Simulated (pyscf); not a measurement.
Single points on ωB97X-D3(BJ)/def2-SVP structures (PySCF, gas phase).

Q: For `[BH2][O][SnH3]` + `[FH]` -> `[F][SnH3]` + `[BH2][OH]`, a four-centre exchange (singlet surface; O–Sn, F–H broken, F–Sn, H–O formed), PBE/def2-TZVP gives ΔE‡ = -5.2 kJ/mol and ΔE = -42.5 kJ/mol (zero: the separated reactants). In which direction and how far do r²SCAN/def2-TZVP, PBE0-D3(BJ)/def2-TZVP, ωB97M-D3(BJ)/def2-TZVP move these?

A: r²SCAN: ΔE‡ = -6.4 kJ/mol, ΔE = -41.3 kJ/mol; PBE0-D3(BJ): ΔE‡ = 2.0 kJ/mol, ΔE = -36.8 kJ/mol; ωB97M-D3(BJ): ΔE‡ = 7.7 kJ/mol, ΔE = -39.7 kJ/mol. PBE's barrier lies among them. Its reaction energy lies under all of them, by 1.2 to 5.7 kJ/mol. On the reactant side the descent ends in a bound adduct, 42.1 kJ/mol under the separated species and 49.3 kJ/mol under the saddle at ωB97X-D3(BJ)/def2-TZVP. On the product side the descent ends in a complex, 29.9 kJ/mol under the separated species and 71.4 kJ/mol under the saddle at ωB97X-D3(BJ)/def2-TZVP. At PBE, r²SCAN the saddle lies under the separated reactants, which points to a path from their complex (located at ωB97X-D3(BJ) alone). One saddle was located; it need not be the lowest between these sides. Elements past Kr carry the def2 core potentials, without spin-orbit coupling.
